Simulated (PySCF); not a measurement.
A GIAO shielding run with PySCF (density fitting, non-relativistic, gas phase) on `InChI=1S/C4H8O/c1-3-4(2)5-3/h3-4H,1-2H3/t3-,4+`:

```
{"job": {"kind": "nmr", "xc": "PBE0", "basis": "cc-pVTZ", "pop": true}, "charge": 0, "multiplicity": 1}
C      1.576135     0.531328     0.314809
C      0.752068    -0.458397    -0.453296
O     -0.054018     0.034774    -1.506372
C     -0.713684    -0.548820    -0.399488
C     -1.598778     0.336713     0.425673
H      2.444129     0.846193    -0.285040
H      1.002837     1.432272     0.570165
H      1.956510     0.079216     1.244220
H      1.286985    -1.387095    -0.707791
H     -1.146655    -1.537822    -0.617783
H     -2.532738     0.547947    -0.118058
H     -1.120349     1.298621     0.652310
H     -1.865971    -0.157127     1.373037
```

Hardware: 1 thread of an Arm Neoverse V1, shared host. The job also computes population analyses, field gradients.

Question: How large is the calculation?

Answer: 40 electrons, 262 basis functions and 598 auxiliary functions.

Question: How long does it take?

Answer: 28 s of wall time, with 12 SCF cycles and 4 response iterations. Times on a shared host scatter by some tens of per cent.

Question: And these other runs on the same molecule and hardware: GIAO shielding at PBE0/IGLO-III; GIAO shielding at PBE0/aug-cc-pVDZ; GIAO shielding at PBE0/cc-pVDZ; GIAO shielding at PBE0/pcSseg-0?

Answer: PBE0/IGLO-III: 255 functions, 25 s; PBE0/aug-cc-pVDZ: 187 functions, 18 s; PBE0/cc-pVDZ: 110 functions, 8.2 s; PBE0/pcSseg-0: 61 functions, 3.8 s.
